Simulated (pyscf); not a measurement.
This saddle point was located with ωB97X-D3(BJ)/def2-SVP in PySCF.

```xyz
9

C     -1.7537    -0.6279     0.4284
C     -0.5151    -0.4850     0.2193
C      0.5382     0.1566    -0.4166
H     -2.1090     0.2540    -0.3240
H     -2.4570    -1.2247     1.0011
H      1.1644     0.8183     0.1949
H      1.0706    -0.4049    -1.1945
Br    -1.9328     1.7647    -1.6661
H     -0.2791     0.8813    -0.9995
```
Charge 0, spin multiplicity 1.

Surface: singlet, charge 0. Lowest wavenumbers (cm⁻¹): 861i, 254, 346, 366, 389.

### Question
Which two sides does it connect, and which bonds change?

### Answer
allene (H₂C=C=CH₂) + hydrogen bromide (HBr) ⇌ propyne (HC≡C–CH₃) + hydrogen bromide (HBr), a concerted two-bond exchange read from left to right: C–H, Br–H broken and C–H, Br–H formed. At CCSD(T)/def2-TZVPP + ΔMP2(QZVPP) it lies +120.1 kJ/mol from the left side and +125.5 kJ/mol from the right (each side as separated species at their lowest minima found). On the product side the descent ends in a complex, 17.9 kJ/mol under the separated species and 133.9 kJ/mol under the saddle at ωB97X-D3(BJ)/def2-TZVP. One saddle was located; it need not be the lowest between these sides. The CCSD(T) − MP2 part came from Ansatz, without density fitting, on the same reference. The frozen core leaves the outer d or s,p core shells of the metals and heavy elements correlated in the MP2 and CC values, and def2-TZVPP describes them poorly, which can shift differences by a few kcal/mol. Elements up to Kr have no core potential and no relativistic terms here.
